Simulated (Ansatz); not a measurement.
What does this script print? It uses the Python package of Ansatz (0.2.0).

The script, `energy.py`:
```python
"""Electronic structure of the C4H5NS molecule."""

from pathlib import Path

import ansatz as az
import numpy as np


def main() -> None:
    mol = (
        az.Crystal.molecule()
        .atom("N", (2.5812, 0.517, -0.9079))
        .atom("C", (1.519, 0.4467, -0.4448))
        .atom("C", (0.1869, 0.3518, 0.1147))
        .atom("S", (-0.4812, 1.8379, 0.7927))
        .atom("C", (-0.1936, -0.9567, 0.7847))
        .atom("C", (-0.7801, -0.6113, -0.5515))
        .atom("H", (-0.2473, 2.6398, -0.258))
        .atom("H", (-0.8502, -0.9344, 1.6479))
        .atom("H", (0.5417, -1.7538, 0.8256))
        .atom("H", (-1.8346, -0.3599, -0.5896))
        .atom("H", (-0.4418, -1.177, -1.4138))
    )

    base = (
        mol.calculation()
        .basis(gaussian="cc-pVDZ")
        .functional("B3LYP", dispersion="d4")
        .forces()
        .orbitals()
    )
    print(base.to_yaml())
    result = base.run(runs_dir="c4h5ns_runs")
    report = result.report

    for key in ("converged", "free_energy_ev", "reference_energy_ev", "n_frozen", "n_occupied", "n_virtual"):
        print(f"{key:22s} {report[key]}")

    state = report["mean_field"]["state"]
    print(f"mean field: {state['energy']['hartree']:.7f} Ha, <S^2> = {abs(state['spin_squared']):.4f}, stability: {state.get('stability', {}).get('kind')}")

    symbols = [site.symbol for site in mol.cartesian_sites]
    print("forces (eV/A)")
    for symbol, f in zip(symbols, report["forces_ev_ang"]):
        print(f"  {symbol:2s} {f[0]:9.4f} {f[1]:9.4f} {f[2]:9.4f}")

    charges = report["charge_distribution"]
    dipole = np.array(charges["dipole_moment_e_ang"]) * 4.803205
    print("dipole (D): {:.3f} {:.3f} {:.3f}, length {:.3f}".format(*dipole, np.linalg.norm(dipole)))
    print("atom  Mulliken   Lowdin")
    for symbol, m, l in zip(symbols, charges["mulliken_charges_e"], charges["lowdin_charges_e"]):
        print(f"{symbol:4s} {m:9.3f} {l:8.3f}")

    lines = Path(report["orbitals_path"]).read_text().splitlines()
    field_of = lambda key: [line.split("=")[1].strip() for line in lines if line.startswith(key)]
    orbitals = [(27.211386 * float(e), s, float(n)) for e, s, n in zip(field_of("Ene="), field_of("Spin="), field_of("Occup="))]
    homo = max(e for e, _, n in orbitals if n > 0.5)
    lumo = min(e for e, _, n in orbitals if n < 0.5)
    print(f"HOMO {homo:.3f} eV, LUMO {lumo:.3f} eV, gap {lumo - homo:.3f} eV")


if __name__ == "__main__":
    main()
```

`python energy.py` gives:
```text
crystal:
  periodic: [false, false, false]
  atoms:
    - { symbol: "N", position_ang: [2.5812, 0.517, -0.9079] }
    - { symbol: C, position_ang: [1.519, 0.4467, -0.4448] }
    - { symbol: C, position_ang: [0.1869, 0.3518, 0.1147] }
    - { symbol: S, position_ang: [-0.4812, 1.8379, 0.7927] }
    - { symbol: C, position_ang: [-0.1936, -0.9567, 0.7847] }
    - { symbol: C, position_ang: [-0.7801, -0.6113, -0.5515] }
    - { symbol: H, position_ang: [-0.2473, 2.6398, -0.258] }
    - { symbol: H, position_ang: [-0.8502, -0.9344, 1.6479] }
    - { symbol: H, position_ang: [0.5417, -1.7538, 0.8256] }
    - { symbol: H, position_ang: [-1.8346, -0.3599, -0.5896] }
    - { symbol: H, position_ang: [-0.4418, -1.177, -1.4138] }
basis:
  gaussian:
    orbitals: cc-pVDZ
hamiltonian:
  xc: b3lyp
  dispersion: d4
output:
  orbitals: {}
  forces: true

converged              True
free_energy_ev         -16554.378943454267
reference_energy_ev    -16553.94235999337
n_frozen               0
n_occupied             [26, 26]
n_virtual              [87, 87]
mean field: -608.3461611 Ha, <S^2> = 0.0000, stability: minimum
forces (eV/A)
  N     0.2184    0.0479   -0.1044
  C    -0.2606   -0.0958    0.1700
  C     0.2839   -0.6892   -0.6780
  S    -0.3314    0.8575    1.2012
  C    -0.2491   -0.2302   -0.0986
  C     0.0167   -0.6286   -0.1287
  H     0.0133    0.1614   -0.4410
  H    -0.1268    0.2511    0.2463
  H     0.3396    0.0077   -0.0087
  H    -0.1437    0.3872    0.0516
  H     0.2398   -0.0691   -0.2099
dipole (D): -3.162 -1.029 0.391, length 3.348
atom  Mulliken   Lowdin
N       -0.097    0.164
C       -0.009   -0.271
C       -0.270   -0.327
S       -0.002    0.353
C        0.051    0.032
C        0.067    0.018
H        0.086   -0.041
H        0.044    0.018
H        0.050    0.023
H        0.040    0.013
H        0.041    0.019
HOMO -6.965 eV, LUMO -0.116 eV, gap 6.849 eV
```

Caveats:
- Total energies depend on the basis set; only differences at equal settings carry meaning.
- The geometry is a force-field or estimated start, not a minimum of this method, and the basis set is short of its limit.
- The Löwdin charges here are taken after orthogonalising the functions within each atom; they differ from plain Löwdin charges, and their signs can be unphysical.
- Total less reference energy is the dispersion correction.
- b3lyp holds the VWN-RPA fit, as in Gaussian; the form of ORCA and Turbomole is b3lyp5.
- Levels such as HOMO and LUMO are orbital energies: with these approximate functionals they aren't the ionisation energy and electron affinity, and their gap isn't the fundamental gap.
- Finished in 6.9 s on 1 thread of Arm Neoverse V1 (shared host), peak memory 0.31 GiB.
